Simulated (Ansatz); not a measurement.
Geometry optimisation, RKS PBE/def2-SVP in Ansatz 0.2.0.

Input file:

```yaml
crystal:
  periodic: [false, false, false]
  atoms:
    - { symbol: Al, position_ang: [-0.985301, -1.106226, 0.3109] }
    - { symbol: Si, position_ang: [-0.273664, 0.928444, -0.638944] }
    - { symbol: H, position_ang: [-1.19351, -2.416805, -0.587115] }
    - { symbol: H, position_ang: [-1.330782, -1.134778, 1.876142] }
    - { symbol: H, position_ang: [1.915854, 0.150277, 0.772463] }
    - { symbol: F, position_ang: [2.034725, -0.762371, 0.743813] }
    - { symbol: H, position_ang: [-1.347485, 1.976899, -0.811156] }
    - { symbol: H, position_ang: [0.744391, 1.571185, 0.297407] }
    - { symbol: H, position_ang: [0.435871, 0.793376, -1.963511] }
basis:
  gaussian: { orbitals: def2-SVP }
hamiltonian:
  xc: pbe
relax:
  f_tol: 0.03
  max_steps: 50
```

Command:

```bash
$ ansatz run input.yaml --threads 2 --pin off --max-ram 3072MiB --backend cpu --events-out ev --progress --plain --runs-dir out
```

Q: Where does it end, and by what steps?

A: The run converged. The force dipped under the threshold on the way, but the program's further checks kept it going. After 15 steps the energy has fallen by 0.531 eV; F6 moved furthest, 0.87 Å. Joined: Al1–F6.

```tsv
step	energy less start (eV)	largest force component (eV/Å)	accepted
0	0.0000	1.236	yes
1	-0.1304	0.469	yes
2	-0.2546	0.513	yes
3	-0.3611	0.324	yes
4	-0.3932	0.484	yes
5	-0.4371	0.142	yes
6	-0.4764	0.263	yes
7	-0.4854	0.506	yes
8	-0.5118	0.386	yes
9	-0.5119	0.293	yes
10	-0.5028	0.359	no
11	-0.5174	0.538	yes
12	-0.5294	0.039	yes
13	-0.5302	0.022	yes
14	-0.5307	0.033	yes
15	-0.5308	0.013	yes
```

```xyz
9
Properties=species:S:1:pos:R:3
Al -0.619 -1.194 0.430
Si -0.262 0.973 -0.750
H -0.389 -2.526 -0.425
H -1.517 -1.147 1.753
H 1.333 0.112 0.623
F 1.245 -0.755 1.116
H -0.982 2.234 -0.346
H 1.173 1.259 -0.169
H 0.017 1.044 -2.231
```

Whether the end is a true minimum wasn't checked by a vibrational analysis.

Run time: 20 s on 2 threads of Arm Neoverse V1, on a shared host, peak memory 0.14 GiB.
